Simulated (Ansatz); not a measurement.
**CO (singlet): r2SCANh, BHLYP over a scan of the distance O1–C2, 6-31G**

Aim: run CO (singlet) with these functionals over a scan of the distance O1–C2, and hold them against the top wave-function level at the same points.

Method: 6-31G, all electrons in the functionals; program: Ansatz 0.2.0, Gaussian basis.

The runs, in order: r2SCANh, BHLYP, at 0.890 Å; 1.019 Å; 1.123 Å; 1.230 Å; 1.356 Å; 1.561 Å; 1.808 Å; 2.087 Å; 2.505 Å; 3.069 Å; 3.833 Å.

22 further runs of the same task are left out: 15 that didn't finish, 7 set aside as unsound or not needed.

## 1. What is computed

The geometry derives from a PBE0/def2-TZVP stationary point (not a proven minimum). One bond is set to the value named and the two fragments are kept rigid.

2 atoms, charge 0, spin multiplicity 1.

Atoms are counted from 1 here; the program's logs count them from 0.

Bond lengths: O1–C2 1.123 Å.

No dispersion term is added.

The geometry shown and the zero of energy belong to the point 1.123 Å. The yardstick, FCI, and other wave-function levels (R restricted, U unrestricted, valence and pair active spaces) come from earlier runs.

## 2. r2SCANh, 0.890 Å

File in.yaml:

```yaml
crystal:
  periodic: [false, false, false]
  atoms:
    - {symbol: O, position_ang: [0.000000, 0.000000, 0.000000]}
    - {symbol: C, position_ang: [0.000000, 0.000000, 0.890000]}
basis:
  gaussian: {orbitals: 6-31G}
hamiltonian: {xc: {name: r2SCANh}}
```

Run with:

```
$ ansatz run in.yaml --threads 1 --pin off --events-out ev --progress --plain --max-ram 2393MiB
```

After this run come: r2SCANh, 1.019 Å; r2SCANh, 1.123 Å; r2SCANh, 1.230 Å; r2SCANh, 1.356 Å; r2SCANh, 1.561 Å; r2SCANh, 1.808 Å; r2SCANh, 2.087 Å; r2SCANh, 2.505 Å; r2SCANh, 3.069 Å; r2SCANh, 3.833 Å; BHLYP, 0.890 Å; BHLYP, 1.019 Å; BHLYP, 1.123 Å; BHLYP, 1.230 Å; BHLYP, 1.356 Å; BHLYP, 1.561 Å; BHLYP, 1.808 Å; BHLYP, 2.087 Å; BHLYP, 2.505 Å; BHLYP, 3.069 Å; BHLYP, 3.833 Å.

Before running them: what should the planned runs give, taken together? Wanted: span of the FCI curve; largest miss, r2SCANh; largest miss, BHLYP.

**Answer**, as computed:

```
             quantity                    value
span of the FCI curve             860.8 kJ/mol
largest miss, r2SCANh  +101.0 kJ/mol (1.808 Å)
  largest miss, BHLYP  +140.7 kJ/mol (1.561 Å)
```

In words: Of the functionals, r2SCANh keep the smallest largest miss at the points compared (at most 101.0 kJ/mol) and BHLYP strays most (140.7 kJ/mol, at 1.561 Å). r2SCANh, BHLYP clearly break the spin symmetry at some points (⟨S²⟩ up to 2.00 above the pure value), so energy there is bought with a mixed spin. Functionals and the yardstick converge differently with the basis, so part of each miss in 6-31G is the basis.
